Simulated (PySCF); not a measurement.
Compound: H₃O₄P.
Atom-mapped SMILES: `[O:1]=[P:2]([OH:3])([OH:4])[OH:5]` (hydrogens: H6 on O3; H7 on O4; H8 on O5)

Cartesian coordinates in Å at the PBE0-D3(BJ)/def2-TZVP level; atoms count from 1:
```
atom  x, y, z in Å
O1    -0.0377   -0.1201    1.7746
P2    -0.1027   -0.0475    0.3233
O3    -0.5223    1.3311   -0.3407
O4     1.2817   -0.3506   -0.4129
O5    -1.1598   -1.0311   -0.3154
H6    -0.0646    2.0830    0.0488
H7     1.8514   -0.8877    0.1482
H8    -1.1981   -0.9958   -1.2768
```

The closed-shell ground state was solved at several levels (PySCF, density fitting, gas phase, non-relativistic). Isolated species at its PBE0-D3(BJ)/def2-TZVP geometry (one conformer only).

| level | basis functions | HOMO (eV) | LUMO (eV) | gap (eV) | dipole (D) |
| --- | --- | --- | --- | --- | --- |
| PBE0/pcSseg-2 | 229 | -8.84 | -0.22 | 8.62 | 3.29 |
| wB97X-D/pcSseg-2 | 229 | -10.78 | 1.59 | 12.37 | 3.32 |
| B97-2/pcSseg-2 | 229 | -8.53 | -0.19 | 8.34 | 3.28 |

Task: What might KT3/pcSseg-2 (229 basis functions) give for the same quantities?

Result: HOMO -7.28 eV, LUMO -1.25 eV, gap 6.03 eV, dipole 3.14 D.

Task: Over all these levels, which gives the widest orbital gap and which the narrowest?

Result: wB97X-D/pcSseg-2 (range-separated hybrid) has the widest, 12.37 eV, and KT3/pcSseg-2 (GGA) the narrowest, 6.03 eV. From the narrowest to the widest the HOMO moves by -3.50 eV and the LUMO by +2.84 eV.

Task: In the pcSseg-2 basis, how does the gap go with the fixed share of exact exchange?

Result: KT3 (0 %) 6.03 eV; B97-2 (21 %) 8.34 eV; PBE0 (25 %) 8.62 eV. Each rise in the share widens the gap here.

Task: How far do the dipole and the HOMO energy spread over the levels?

Result: The dipole runs from 3.14 to 3.32 D (mean 3.26 D) and the HOMO from -10.78 to -7.28 eV.
